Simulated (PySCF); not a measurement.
# Dipole moment and polarisability of 3-methoxy-1-propanol

Species: 3-methoxy-1-propanol, C4H10O2.
Atom-mapped SMILES: `[CH3:1][O:2][CH2:3][CH2:4][CH2:5][OH:6]` (hydrogens: H7, H8, H9 on C1; H10, H11 on C3; H12, H13 on C4; H14, H15 on C5; H16 on O6)

Structure used (GFN2-xTB), in Å, numbered top down from 1:
```
atom  x, y, z in Å
C1    -2.5120    0.0942    0.4069
O2    -1.1603    0.4571    0.3161
C3    -0.4691   -0.2409   -0.6958
C4     0.9922    0.1887   -0.6834
C5     1.6908   -0.2450    0.6075
O6     3.0469    0.1306    0.6435
H7    -3.0480    0.3147   -0.5255
H8    -2.6225   -0.9752    0.6288
H9    -2.9395    0.6799    1.2181
H10   -0.5466   -1.3264   -0.5233
H11   -0.9194   -0.0199   -1.6770
H12    1.0351    1.2768   -0.7708
H13    1.5063   -0.2495   -1.5402
H14    1.1465    0.1678    1.4668
H15    1.6901   -1.3350    0.6844
H16    3.1019    1.0911    0.5869
```

Level: CAM-B3LYP/def2-SVPD (PySCF), static field, nuclei fixed, core orbitals frozen in the response. The polarisability tensor in these axes (au):

```
x   70.92  1.25 -0.38
y    1.25 55.09  0.12
z   -0.38  0.12 56.86
```

Question: What are the eigenvalues, a third of the trace, and Δα (Δα² = ½Σ(αi − αj)² over the three pairs)?

Answer: Principal values 54.98, 56.86 and 71.03 au; mean 60.96 au = 9.03 Å³ = 10.05 × 10⁻⁴⁰ C²·m²/J; Δα = 15.20 au (25 % of the mean).

Question: What is the dipole moment, and where does it point?

Answer: (-2.07, 0.21, -0.96) D, 2.29 D in size, pointing from the negative to the positive side. Measured along this direction, the outermost atoms are O6 and H16 at the negative end and H7 at the positive end.

Question: What are the principal values of the traceless quadrupole moment, Θ = ½Σq(3rr − r²1), about the centre of nuclear charge?

Answer: -8.71, 1.14, 7.57 D·Å. The values depend on the origin, since the dipole doesn't vanish. The electronic extent ⟨r²⟩ about the same centre is 880 bohr², a root-mean-square distance of 2.22 Å for the 50 electrons.

Question: Refractivity n − 1 of an ideal gas of it at 273.15 K and 1 atm, from the electronic α?

Answer: N = p/kT = 2.6868 × 10¹⁹ cm⁻³, so n − 1 = 2π × N × 9.03 × 10⁻²⁴ cm³ = 1525 × 10⁻⁶ at long wavelengths.

Question: In TDDFT the mean static polarisability is Σ f/ω² over all singlet excitations (ω in hartree). How much of it do the 8 lowest give? Their energies (eV) and oscillator strengths: 6.95, 0.0082; 7.19, 0.0296; 8.01, 0.0019; 8.13, 0.0232; 8.16, 0.0117; 8.35, 0.0091; 8.49, 0.0107; 8.61, 0.0212.

Answer: They add up to 1.38 au, 2.3 % of the 60.96 au; the largest single term is 0.42 au, from the state at 7.19 eV. Terms in order: 0.13, 0.42, 0.02, 0.26, 0.13, 0.10, 0.11, 0.21 au. Higher excitations give the rest. The strengths listed sum to 0.116.

The structure is a single GFN2-xTB conformer in the gas phase; no vibrational or solvent corrections.

The run behind these numbers computed excited states as well. Hardware: one thread of an Intel Xeon Platinum 8488C, shared host with 192 logical CPUs at a one-minute load of 31. Cost: 38 s wall (grids of density and orbitals included), 0.92 GiB resident at most.
